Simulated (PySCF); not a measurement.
**Cost against result**

Saddle point of SiNH₇S, closed shell (SiNH₅ ([NH2][SiH3]) + H₂S → SiNH₅S ([NH2][SiH2][SH]) + H₂; bonds formed: Si1–S7, H2–H6; bonds broken: Si1–H2, H6–S7), PBE0-D4/def2-TZVP structure:

```xyz
10
angstrom
Si -0.5516 -0.1327 -0.0075
H 0.8341 -1.0036 -0.4049
H -1.3980 -1.1332 -0.7041
H -1.3628 1.1104 0.1567
N -0.0493 -0.2793 1.6164
H 0.8630 -0.3669 -1.2673
S 0.3259 0.8252 -2.1635
H 0.5879 -0.9759 1.9630
H -0.4300 0.3155 2.3342
H 1.1808 1.6406 -1.5230
```

Barriers are electronic and count from the start structure reached by relaxing down the imaginary mode.

Computed with PySCF 2.14 with density fitting (its default auxiliary sets; JK sets also for MP2 and CCSD(T)) (basis: as named in each row); correlated methods freeze the cores. B3LYP uses VWN-RPA correlation. Extrapolation: Hartree–Fock as exp(−7.88 √X), correlation as X^−2.97.

Times are rough, for one single point on 4 threads of a shared host (Arm Neoverse V2).

The estimate by CCSD(T) at an estimated basis limit (MP2 extrapolated from triple and quadruple zeta, plus CCSD(T) − MP2 in triple zeta) is 180.2 kJ/mol.

```
   method       basis  time (s)  barrier (kJ/mol)  method less estimate
       HF      STO-3G   under 1             447.1                 266.9
 B3LYP-D4       6-31G         2             202.5                  22.3
  PBE0-D4    def2-SVP         4             158.5                 -21.7
   PBE-D4    def2-SVP         4             134.9                 -45.3
      MP2  def2-QZVPP         5             173.8                  -6.4
    SPW92  def2-TZVPP         9             103.1                 -77.1
  CCSD(T)    def2-SVP        10             207.8                  27.7
  PBE0-D4  def2-TZVPP        11             154.1                 -26.1
 B3LYP-D4  def2-TZVPP        11             173.7                  -6.5
 BHLYP-D4  def2-TZVPP        11             199.6                  19.5
   PBE-D4  def2-TZVPP        12             132.4                 -47.8
r2SCAN-D4  def2-TZVPP        29             148.3                 -31.9
  wB97M-V  def2-TZVPP       160             179.3                  -0.9
  CCSD(T)  def2-TZVPP       380             188.1                   7.9
```

All methods are single points on the PBE0-D4 structures.

No T1 diagnostic of these runs exceeds 0.013.

Labels in which every atom is bracketed show which atoms are joined, not bond orders.
